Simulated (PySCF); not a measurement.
**Basis set benchmark on one molecule**

Molecule: SMILES C[P+](C)(C)C, [C₄H₁₂P]+.

Numbering as in the mapped SMILES `[CH3:1][P+:2]([CH3:3])([CH3:4])[CH3:5]`. Hydrogens are named by the atom that carries them.

Geometry PBE0-D3(BJ)/def2-SVP throughout; GIAO in PySCF 2.14, gas phase, one conformer, non-relativistic; equivalent atoms averaged; functional PBE0.

Reference values (measured; E. Pretsch, P. Bühlmann, M. Badertscher, Structure Determination of Organic Compounds, 4th ed., Springer 2009): δ(P2) = 25.0 ppm vs 85 % H3PO4. Computed shifts are taken against H3PO4, calculated as an isolated molecule at each level.

Q: How do the basis sets STO-3G, 6-31G, 6-31G*, def2-SVP, 6-311+G(2d,p), def2-TZVP perform against the reference? Times are CPU seconds on 1 thread of an Intel Xeon Platinum 8375C, shared host.

A: 
```
    basis set  functions     P2  abs. error P  core-s
       STO-3G         41  -64.0          89.0     3.4
        6-31G         73  -77.3         102.3     6.7
       6-31G*         98    9.1          15.9     8.3
     def2-SVP        134    4.6          20.4      11
6-311+G(2d,p)        215    2.8          22.2      25
    def2-TZVP        233    8.8          16.2      29
```

For ³¹P the closest is 6-31G* (15.9 ppm, with def2-TZVP practically level) and the furthest 6-31G (102.3 ppm). Where a smaller basis beats a larger one, errors probably cancel. One molecule is a small sample, and vibrational and solvent effects are absent from the calculation.

A small basis that lands close on one nucleus may do so by chance; judge by the trend and by all nuclei.
